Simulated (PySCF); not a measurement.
# Stretching LiN

Set-up: PySCF, spin-free X2C with a Gaussian nucleus, basis sets Li jorge-DZP-DKH, N jorge-DZP-DKH. Energies in eV from Li + N in their ground configurations at the same level. All curves are PBE0. state 1: ³Σ⁻ (triplet), unpaired electrons π ↑↑; state 2: ³Π (triplet), unpaired electrons σ ↑, π ↑, a second solution, started from another occupation; state 3: Ms = 0 determinant of mixed spin (⟨S²⟩ near 1.0), unpaired electrons π ↑↓, a mixture of terms (⟨Lz²⟩ = 2.0), a second solution, started from another occupation; state 4: Ms = 0 determinant of mixed spin (⟨S²⟩ near 1.0), unpaired electrons σ ↓, π ↑, a second solution, started from another occupation.

```tsv
R (Å)	state 1	state 2	state 3	state 4
1.652	-1.074	-1.106	-0.5602	-0.5136
1.729	-1.270	-1.163	-0.7518	-0.5743
1.806	-1.379	-1.153	-0.8544	-0.5685
1.863	-1.418	-1.114	-0.8875	-0.5323
1.921	-1.428	-1.054	-0.8915	-0.4757
1.979	-1.416	-0.979	-0.8725	-0.4035
2.055	-1.374	-0.860	-0.8196	-0.2894
2.151	-1.293	-0.694	-0.7214	-0.1279
2.267	-1.174	-0.480	-0.5726	0.0819
2.421	-1.004	-0.188	-0.3455	0.3715
```

Put a parabola through the three lowest points of the state 1 curve and estimate Re, k and ωe (reduced mass 4.674 u; 1 eV/Å² = 0.16022 mdyn/Å; ωe = 1302.8·√(k/μ) cm⁻¹).

Through R = 1.863, 1.921, 1.979 Å the second-order coefficient is 3.27 eV/Å², so Re ≈ 1.918 Å, k ≈ 1.05 mdyn/Å and ωe ≈ 617 cm⁻¹. A polynomial fit of higher order to the unrounded PBE0 energies gives Re = 1.916 Å, k = 1.09 mdyn/Å, ωe = 628 cm⁻¹; anharmonicity and rounding make the difference.

The higher-order fit for each curve: state 1: Re = 1.916 Å, ωe = 628 cm⁻¹, De = 1.43 eV; state 2: Re = 1.753 Å, ωe = 766 cm⁻¹, minimum 1.17 eV below the ground-state fragments; state 3: Re = 1.901 Å, ωe = 660 cm⁻¹, minimum 0.89 eV below the ground-state fragments; state 4: Re = 1.758 Å, ωe = 755 cm⁻¹, minimum 0.58 eV below the ground-state fragments.

⟨S²⟩ of the unrestricted solution departs from its pure value on part of the curve, where spin states mix. The state is the lowest determinant that a PBE0 search found; another state may lie lower at other levels.
